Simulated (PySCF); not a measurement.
# Isomers of C3H6: computed energies against enthalpies of formation

**Measured values to compare with.**

CRC Handbook of Chemistry and Physics lists, for the gas at 298.15 K: enthalpy of formation of `C=CC` 20 kJ/mol; enthalpy of formation of `C1CC1` 53.3 kJ/mol.

How close the calculation comes is told at the end.

Differences of these values give the isomerisation enthalpies. Geometries: PBE0-D3(BJ)/def2-SVP; runs in PySCF, gas phase, with a dispersion term only where the level names one. Total electronic energies (Eh):

| SMILES | PBE0-D3(BJ)/def2-SVP |
| --- | --- |
| C=CC | -117.67320 |
| C1CC1 | -117.66912 |

Geometry of `C=CC` (Å):
```
atom  x, y, z in Å
C1     1.292    0.125   -0.268
C2     0.226   -0.087    0.504
C3    -1.196   -0.009    0.058
H4     1.187    0.381   -1.328
H5     2.309    0.052    0.126
H6     0.387   -0.341    1.560
H7    -1.748    0.759    0.625
H8    -1.274    0.234   -1.012
H9    -1.721   -0.963    0.234
```

Geometry of `C1CC1` (Å):
```
atom  x, y, z in Å
C1    -0.7568   -0.4625    0.0209
C2     0.7374   -0.4655    0.1407
C3     0.0118    0.8122   -0.1556
H4    -1.3489   -0.5874    0.9316
H5    -1.2055   -0.9224   -0.8640
H6     1.1763   -0.5927    1.1342
H7     1.3196   -0.9276   -0.6613
H8    -0.0500    1.5667    0.6335
H9     0.0934    1.2319   -1.1620
```

Zero-point and thermal terms are left out, so the computed numbers are electronic energies.

## Comparison

Relative to `C=CC`, the lowest by measurement, in kJ/mol (measured: enthalpies at 298.15 K; computed: electronic energies):

| SMILES | measured | PBE0-D3(BJ)/def2-SVP |
| --- | --- | --- |
| C=CC | 0.0 | 0.0 |
| C1CC1 | 33.3 | 10.7 |

Measured values: 20 kJ/mol (298.15 K; CRC Handbook of Chemistry and Physics) for the first row; the others come from the same table. Unsigned miss: PBE0-D3(BJ)/def2-SVP 22.6 kJ/mol. Where a level misses, the cause wasn't examined.
